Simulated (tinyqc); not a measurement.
Inside a calculation (part 2 of 2). Method: RKS/PBE in the sto-3g basis, for HF, spin multiplicity 1. Computed by tinyqc, a small Python program that keeps every step (integrals from PySCF). Command: `OMP_NUM_THREADS=1 python tinyqc.py 24678 24679 out.jsonl` (the two numbers bound the seeds that draw the settings). One thread of a shared host (Intel(R) Xeon(R) Processor @ 2.60GHz), about 0.6 s of CPU time with the checks.

Geometry (angstrom):
```
atom         x         y         z
F     0.000000  0.000000  0.000000
H     0.000000  0.000000  1.299000
```

## Convergence

Stop when the energy changes by less than 1e-09 hartree and every element of the error matrix X^T (F D S - S D F) X is below 9e-06.

Course of the cycle:
```
iteration   E (hartree)     change  largest element of the error matrix
1          -98.13337792          -                             4.09e-01
2          -98.24809464  -1.15e-01                             6.83e-01
3          -98.78231317  -5.34e-01                             1.96e-01
4          -98.76581626   1.65e-02                             2.68e-01
5          -98.72598430   3.98e-02                             3.88e-01
6          -98.79948781  -7.35e-02                             2.51e-02
7          -98.79976332  -2.76e-04                             4.33e-03
8          -98.79977186  -8.54e-06                             5.06e-05
9          -98.79977186  -1.20e-09                             7.90e-07
10         -98.79977186  -2.27e-13                             6.96e-11
```

PySCF RKS in the same basis, fine grid = -98.78352450 hartree

Converged in 10 iterations. The coarse grid moves the energy by -1.62e-02 hartree.

## Populations, bond orders and dipole

D after iteration 10:
```
            1F 1s      1F 2s    1F 2px    1F 2py     1F 2pz      2H 1s
1F 1s    2.119469  -0.504171  0.000000  0.000000   0.050113   0.010485
1F 2s   -0.504171   2.136835  0.000000  0.000000  -0.258726  -0.133986
1F 2px   0.000000   0.000000  2.000000  0.000000   0.000000   0.000000
1F 2py   0.000000   0.000000  0.000000  2.000000   0.000000   0.000000
1F 2pz   0.050113  -0.258726  0.000000  0.000000   0.916976   0.839517
2H 1s    0.010485  -0.133986  0.000000  0.000000   0.839517   0.773791
```

overlap S:
```
           1F 1s     1F 2s    1F 2px    1F 2py    1F 2pz     2H 1s
1F 1s   1.000000  0.237990  0.000000  0.000000  0.000000  0.020009
1F 2s   0.237990  1.000000  0.000000  0.000000  0.000000  0.237677
1F 2px  0.000000  0.000000  1.000000  0.000000  0.000000  0.000000
1F 2py  0.000000  0.000000  0.000000  1.000000  0.000000  0.000000
1F 2pz  0.000000  0.000000  0.000000  0.000000  1.000000  0.212131
2H 1s   0.020009  0.237677  0.000000  0.000000  0.212131  1.000000
```

Mulliken: Z minus the diagonal of D S on the atom; Loewdin: the same with S^(1/2) D S^(1/2); Mayer order: 2 sum_s sum (D(s) S)_ij (D(s) S)_ji over the two atoms.

Charges (e):
```
atom   Mulliken    Loewdin
1F    -0.079757  -0.065478
2H     0.079757   0.065478
```

Mayer bond orders:
```
pair     order
2-1   0.993639
```

dipole moment about the origin, x y z (debye): 0.000000  0.000000  0.828430
